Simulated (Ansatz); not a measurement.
# Forces away from equilibrium

NaSiH₃O, closed shell, displaced at random from its PBE0-D4/def2-TZVP minimum.

```xyz
6
angstrom
O -0.5797 -0.8229 -0.0666
Si 0.5075 0.4893 0.1020
Na 1.0050 -1.8594 1.1277
H -1.3954 -0.7702 -0.6414
H 0.6378 1.1361 -1.3288
H -0.3777 1.7376 0.5848
```

Program: Ansatz 0.2.0. Basis: def2-TZVPP. Cores are frozen in the correlated methods. The outer core shell of Li, Na, Mg and K is correlated. The def2 sets are not built for correlating such inner shells, so the correlated values are less sure here.

CCSD(T) forces from the calculation:
```tsv
atom	Fx	Fy	Fz (eV/Å)
O1	-2.073	-0.939	-1.115
Si2	-0.058	2.614	-0.541
Na3	-0.010	-0.160	0.048
H4	1.531	0.111	1.063
H5	0.077	-0.629	0.609
H6	0.533	-0.997	-0.062
```

Root-mean-square difference of the force components from those of CCSD(T): PBE-D4 0.211; r2SCAN-D4 0.102; PBE0-D4 0.105; wB97M-V 0.042 eV/Å.

T1 diagnostic: at most 0.012. These are differences at one structure, and CCSD(T) in triple zeta is itself an approximation.

For scale, one of the runs: CCSD(T)/def2-TZVPP forces, 147 basis functions (an equivalent command: `ansatz run in.yaml --threads 2`). Hardware: 2 CPU threads, shared host. Wall time 2.3 min; peak host memory 1.6 GiB.
